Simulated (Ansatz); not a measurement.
Basis-set extrapolation for `C[S][AlH2]` (PBE0-D4/def2-TZVP geometry, frozen core, Ansatz 0.2.0). Multiplicity 1, RHF reference.

```csv
,def2-TZVPP,def2-QZVPP
HF,-680.289023,-680.309385
MP2 correlation,-0.437196,-0.470765
CCSD(T) correlation,-0.501009,not run
```

Energies in hartree. Use E(X) = E(∞) + A·exp(−7.88·√X) for Hartree–Fock and E(X) = E(∞) + B·X^(−2.97) for correlation, with X = 3 and 4, and add CCSD(T) minus MP2 of the smaller set to the MP2 limit.

Question: What is the CCSD(T) energy at the basis-set limit?

Answer: HF limit: -680.309385 + (-0.020362) × 0.13774 = -680.31219. MP2 limit: -0.470765 + (-0.033569) × 0.74074 = -0.49563. Higher-order term: -0.501009 − (-0.437196) = -0.06381. Total: -680.87163 hartree, 2.22 eV below CCSD(T)/def2-TZVPP.
